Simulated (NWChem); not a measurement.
Polarisability of CH$_{6}$Si

SMILES: C[SiH3]
```xyz
8

Si     0.6372     0.0363     0.0000
C     -1.2484    -0.0711     0.0000
H      1.1237     0.7640     1.2105
H      1.1237     0.7640    -1.2105
H      1.2430    -1.3291     0.0000
H     -1.6112    -0.6073     0.8914
H     -1.6112    -0.6073    -0.8914
H     -1.6990     0.9342     0.0000
```
Charge 0, spin multiplicity 1.

The numbers come from NWChem runs, not from measurements. Structure: optimised with B3LYP/def2-SVP, a minimum by its harmonic frequencies.

Basis set: 6-31G*. Static limit. This basis has no diffuse functions, which lowers polarisabilities.

The correlated methods keep 6 core orbitals frozen. B3LYP has NWChem's definition, with VWN1-RPA local correlation. The Pople sets run with spherical d functions. The structure started from a generated list of species. Coupled-cluster values serve here as a point of comparison, not as the truth.

```csv
method,isotropic polarisability (bohr³)
BHandHLYP,32.54
HF,(withheld)
PBE,(withheld)
CCSD linear response,32.53
B3LYP,(withheld)
```

**Question.** What belongs in the gaps?

**Answer.** 
- HF, isotropic polarisability (bohr³): 31.67
- PBE, isotropic polarisability (bohr³): 34.14
- B3LYP, isotropic polarisability (bohr³): 33.30
